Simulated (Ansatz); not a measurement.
## A ladder of methods for AlH (SMILES [AlH])

The species is AlH (2 atoms), meant as a singlet with charge 0. As SMILES, `[AlH]`. Geometry: relaxed at PBE0-D4/def2-TZVP.

| atom | x (Å) | y (Å) | z (Å) |
| --- | --- | --- | --- |
| Al | 0.0000 | 0.0000 | -0.0256 |
| H | 0.0000 | 0.0000 | 1.6391 |

Quantity: the vertical ionisation energy (to the doublet cation), in eV. The values are calculated.

```csv
level,kind,program,value (eV),less FCI/cc-pVTZ,CPU time (all runs)
SVWN5/cc-pVTZ,LDA,Ansatz,8.23,-0.04,1.4 s
BLYP/cc-pVTZ,GGA,Ansatz,8.08,-0.19,2.1 s
r2SCAN/cc-pVTZ,meta-GGA,Ansatz,8.02,-0.25,4.5 s
B3LYP/cc-pVTZ,global hybrid,Ansatz,8.24,-0.03,2.1 s
wB97M-V/cc-pVTZ,range-separated hybrid,Ansatz,8.20,-0.07,16 s
B2PLYP/cc-pVTZ,double hybrid,Ansatz,8.13,-0.14,2.6 s
MP2/cc-pVTZ,perturbation theory,Ansatz,8.04,-0.23,0.5 s
CCSD/cc-pVTZ,coupled cluster or CI,Ansatz,8.24,-0.03,1.2 s
FCI/3-21G,exact in the basis,Ansatz,7.55,-0.72,0.19 s
FCI/cc-pVTZ,exact in the basis,Ansatz,8.27,0.00,2 s
```

FCI/cc-pVTZ is exact within its basis and frozen core, so for wave-function methods in that basis the difference is their error; functionals converge differently with the basis, so for them it is only a difference. The values span 7.55 to 8.27 eV. High-level rows in very small sets aren't better than simpler rows in larger ones. Without the sets that lack polarisation functions the rows with a basis span only 8.02 to 8.27 eV. CPU times are rough (shared hosts, several kinds of processor): they show what a rung costs within a factor of a few.
